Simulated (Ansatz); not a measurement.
A made-up structure of CH$_{3}$SSi (charge -1), closed shell:

```xyz
6
angstrom
C -0.2943 0.6485 -0.8455
Si 0.2198 -0.4839 0.6326
S 0.8965 -2.6293 0.7713
H -0.3153 0.2955 -2.0088
H -0.6256 1.8009 -0.6315
H 0.1189 0.3683 2.0819
```

It is relaxed with PBE-D4/def2-SVPD and then PBE0-D4/def2-TZVPD (Ansatz 0.2.0). Atoms count as bonded within 1.22 times the sum of their covalent radii (H–H: 0.88 Å). The end point is not checked to be a true minimum.

(1) Does its bonding change? (A judgement: the text doesn't fix the answer.)

Answers

(1) By the calculation: No: no bond forms or breaks.

Where it ends: The first stage lowers the energy by 1.25 eV in 5 steps. It ends as CH₃SSi ([CH2][SiH][S]), total charge -1:
```xyz
6
angstrom
C -0.2628 0.5791 -0.7547
Si 0.1962 -0.4318 0.5650
S 0.8004 -2.3477 0.6879
H -0.2813 0.2633 -1.7931
H -0.5587 1.6082 -0.5643
H 0.1062 0.3289 1.8592
```

Labels in which every atom is bracketed show which atoms are joined, not bond orders.

For scale, one of the runs: PBE0-D4/def2-TZVPD relaxation, 153 basis functions, launched by `ansatz run in.yaml --threads 2 --pin off --events-out ev --progress --plain --max-ram 4352MiB`. The run took about 18 s on 2 CPU threads of an Arm Neoverse V2 (shared host).
